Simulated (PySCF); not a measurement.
Isomers of C4H9NO, one GFN2-xTB conformer each. Single-point energies are computed at PBE0/pcSseg-1 (PySCF, gas phase, no added dispersion term), electronic only.

Problem. Rank them by PBE0/pcSseg-1 energy, lowest first (kJ/mol).
A. `[CH3:1][CH2:2][CH2:3][C:4]([NH2:5])=[O:6]` with C1–C2–C3–C4 180°, C2–C3–C4–N5 180°, C3–C4–N5–H 0° and 180°
B. `[CH3:1][CH2:2][N:3]([CH3:4])[CH:5]=[O:6]` with C1–C2–N3–C4 -79°, C2–N3–C5–O6 -178° (methyl ethyl formamide)

Solution. A (0.0), B (48.9).

As drawn, the lower has an N–H bond, which the higher lacks. GFN2-xTB itself gives, in the same order: 6.0, 0.0. GFN2-xTB puts CCN(C)C=O lowest instead.

Problem. Which frontier levels, dipoles and rotational constants go with these structures?

Solution. 
```
   SMILES  HOMO (eV, PBE0/pcSseg-1)  LUMO (eV)  dipole (D)     A, B, C (MHz)
CCCC(N)=O                     -7.29       0.95        3.66  8807, 1862, 1582
CCN(C)C=O                     -7.03       0.83        4.18  6476, 2376, 1991
```
